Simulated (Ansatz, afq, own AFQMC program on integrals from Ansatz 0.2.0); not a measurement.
# GeH4 + Br, doublet: a scan with AFQMC

```yaml
atoms:
  - { symbol: Ge, position_ang: [-1.7999, 0.0000, 0.0000] }
  - { symbol: H, position_ang: [-2.3114, 1.4466, 0.0000] }
  - { symbol: H, position_ang: [-2.3114, -0.7233, 1.2528] }
  - { symbol: H, position_ang: [-2.3114, -0.7233, -1.2528] }
  - { symbol: H, position_ang: [-0.2656, 0.0000, 0.0000] }
  - { symbol: Br, position_ang: [1.7271, 0.0000, 0.0000] }
```

A hydrogen atom is moved from one rigid fragment to the other; the Ge1–H5 distance tells how far. The two fragments are held close together, so this isn't a minimum-energy path and the start is a compressed complex. Energies in kcal/mol count from this geometry (1.534 Å) at the same level; the start stands on UHF, each point on the determinant named.

Basis cc-pVTZ. Only valence electrons are correlated. Integrals, coupled cluster, full CI and functionals: Ansatz 0.2.0; the random walks run on the same integrals in our own AFQMC program. The CISD trial takes its coefficients from CCSD amplitudes. Released means that phaseless walkers are propagated on without the constraint, phases kept. Uncertainties: one standard error, sampling alone. No spin–orbit coupling.

Cautions, each for one point or more: inner d shell frozen; no relativity below Rb; no spin-orbit coupling.

```
r(Ge1–H5) / Å  det.     T1  weight  ⟨S²⟩   PBE  CCSD  CCSD(T)
        1.667   UHF  0.014    0.85  0.78  -2.2   0.2     -0.2
        1.733   UHF  0.014    0.85  0.78  -2.5   0.9      0.2
        1.799   UHF  0.014    0.85  0.79  -2.6   1.3      0.5
        1.865   UHF  0.014    0.85  0.79  -2.8   1.3      0.4
        1.997   UHF  0.012    0.85  0.77  -2.6   0.2     -0.7
```

Q: Estimate the curve of phaseless AFQMC with a CISD trial, counted from the same start.

A: 
```
r(Ge1–H5) / Å  det.     T1  weight  ⟨S²⟩  ph-AFQMC/CISD
        1.667   UHF  0.014    0.85  0.78     -0.4 ± 0.2
        1.733   UHF  0.014    0.85  0.78      0.0 ± 0.2
        1.799   UHF  0.014    0.85  0.79      0.1 ± 0.2
        1.865   UHF  0.014    0.85  0.79      0.1 ± 0.2
        1.997   UHF  0.012    0.85  0.77     -1.1 ± 0.2
```

Weight is that of the determinant in the CISD state; at the start T1 is 0.013 and the weight 0.85, and ⟨S²⟩ is 0.77. Largest departures from phaseless AFQMC with a CISD trial: CCSD(T) 0.4 kcal/mol at 1.799 (on UHF), PBE -2.9 kcal/mol at 1.865, CCSD 1.2 kcal/mol at 1.799 (on UHF). The walk's constraint bias lies outside its error bars, so these are departures and not errors. Functionals count only at points shown to share the start's state and spin.

A walk keeps the symmetry of its determinant, which the program's search chose and which needn't be the lowest solution, so a lower state of the same spin and another symmetry isn't excluded.
